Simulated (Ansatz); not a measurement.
# C4H6O: small, medium and large basis sets

Aim: see how fast density functionals converge with the basis set for C4H6O.

Method: one geometry, several basis sets; program: Ansatz 0.2.0, Gaussian basis.

The runs, in order: PBE0-D4/def2-SVP; ωB97M-V/def2-SVP; PBE0-D4/def2-QZVPP; ωB97M-V/def2-QZVPP; the functionals' def2-TZVPP values are taken from earlier runs.

### Step 1. The geometry

The geometry comes from an earlier relaxation with PBE0-D4 in a triple-zeta def2 set; it is a stationary point, not always the lowest conformer.

SMILES `C/C=C/C=O`, 11 atoms, charge 0, spin multiplicity 1.

Atoms are counted from 1 here; the program's logs count them from 0.

Bond lengths: C1–C2 1.483 Å, C1–H6 1.090 Å, C1–H7 1.095 Å, C1–H8 1.095 Å, C2–C3 1.334 Å, C2–H9 1.090 Å, C3–C4 1.461 Å, C3–H10 1.086 Å, C4–O5 1.206 Å, C4–H11 1.113 Å. Angles: C2–C1–H6 111.9°, C2–C1–H7 110.5°, C2–C1–H8 110.6°, H6–C1–H7 108.7°, H6–C1–H8 108.7°, H7–C1–H8 106.3°, C1–C2–C3 125.9°, C1–C2–H9 116.5°, C3–C2–H9 117.6°, C2–C3–C4 120.6°, C2–C3–H10 122.2°, C4–C3–H10 117.2°, C3–C4–O5 124.8°, C3–C4–H11 114.4°, O5–C4–H11 120.8°.

### Step 2. PBE0-D4 in def2-SVP

in.yaml

```yaml
crystal:
  periodic: [false, false, false]
  atoms:
    - {symbol: C, position_ang: [-0.431929, 0.400383, 1.654138]}
    - {symbol: C, position_ang: [-0.154461, -0.285227, 0.369222]}
    - {symbol: C, position_ang: [0.272995, 0.298142, -0.751338]}
    - {symbol: C, position_ang: [0.508212, -0.491972, -1.957118]}
    - {symbol: O, position_ang: [0.891433, -0.043822, -3.008753]}
    - {symbol: H, position_ang: [-0.235311, 1.471296, 1.594604]}
    - {symbol: H, position_ang: [-1.475223, 0.251934, 1.950851]}
    - {symbol: H, position_ang: [0.179337, -0.024438, 2.456718]}
    - {symbol: H, position_ang: [-0.318435, -1.362851, 0.346642]}
    - {symbol: H, position_ang: [0.460578, 1.366311, -0.813392]}
    - {symbol: H, position_ang: [0.302804, -1.579769, -1.841555]}
basis:
  gaussian: {orbitals: def2-SVP}
hamiltonian: {xc: pbe0, dispersion: d4}
output: {orbitals: {seedname: orbitals}}
```

Launch:

```bash
$ ansatz run in.yaml --threads 4 --pin off --events-out ev --progress --plain --max-ram 10444MiB
```

Further steps of the session: ωB97M-V in def2-SVP; PBE0-D4 in def2-QZVPP; ωB97M-V in def2-QZVPP.

**Question.** What will the summary of the whole plan be? Wanted: PBE0-D4: double and triple zeta above quadruple; ωB97M-V: double and triple zeta above quadruple.

**Answer**, as computed:

| quantity | value |
| --- | --- |
| PBE0-D4: double and triple zeta above quadruple | 7.41, 0.35 eV |
| ωB97M-V: double and triple zeta above quadruple | 7.72, 0.33 eV |

What this shows: For PBE0-D4 the step from double to triple zeta gains 7.06 eV and the next only 0.35 eV. These are total energies; as a rule much of such shifts cancels in differences, which this series doesn't test.
